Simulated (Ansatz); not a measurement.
The cation of AlClH2O (`[OH][AlH][Cl]`) at the neutral geometry.

```yaml
crystal:
  periodic: [false, false, false]
  atoms:
    - {symbol: O, position_ang: [-1.110144, 0.370927, -0.514392]}
    - {symbol: Al, position_ang: [0.431046, 0.184870, 0.137485]}
    - {symbol: Cl, position_ang: [1.114934, -1.725440, 0.662775]}
    - {symbol: H, position_ang: [-1.719527, -0.349051, -0.669462]}
    - {symbol: H, position_ang: [1.333491, 1.444994, 0.342194]}
basis:
  gaussian: {orbitals: def2-TZVPP}
total_charge: 1
magnetization: {spin_polarized: true, initial_magnetization: 1}
hamiltonian: {xc: pbe0, dispersion: d4}
```

```sh
$ ansatz run in.yaml --threads 2 --pin off --events-out ev --progress --plain
```

It prints (some lines left out):

```
Functional definition: PBE0
  name "PBE0"
  cite "Adamo & Barone, J. Chem. Phys. 110, 6158 (1999) doi:10.1063/1.478522"
  cite "Perdew, Burke & Ernzerhof, Phys. Rev. Lett. 77, 3865 (1996) doi:10.1103/PhysRevLett.77.3865"
  parent pbe
  parameter a = 0.25
  parameter kappa = 0.804
  parameter beta = 0.06672455060314922
  exchange = (1 - a)*pbe_x(kappa = kappa, mu = beta*pi^2/3) + a*exact_x
  correlation = pbe_c(beta = beta)
894 factors; their error is unknown
mean field evaluation 1: about -21168.6806 eV, gradient 6.4e1 eV
mean field evaluation 2: about -21049.2759 eV, gradient 1.4e2 eV
mean field evaluation 4: about -21179.4676 eV, gradient 2.3e1 eV
mean field evaluation 8: about -21183.1541 eV, gradient 1.3e0 eV
mean field evaluation 16: about -21183.2177 eV, gradient 1.8e-3 eV
mean field evaluation 32: about -21183.2177 eV, gradient 2.0e-5 eV
mean field -21183.21773597 eV, -778.4688932963 hartree, gradient 1.8e-6 eV, S^2 0.760469; 6 other end points of the search recorded, 0 dependent functions left out
reference -21183.21776293 eV, -778.4688942870 hartree; 20, 19 occupied and 123, 124 virtual orbitals, 894 factors
Total energy: -21183.27407617 eV, -778.4709637604 hartree
```

It took 6.5 s on 2 threads of a server CPU on a shared host, with 0.49 GiB of host memory at the peak.
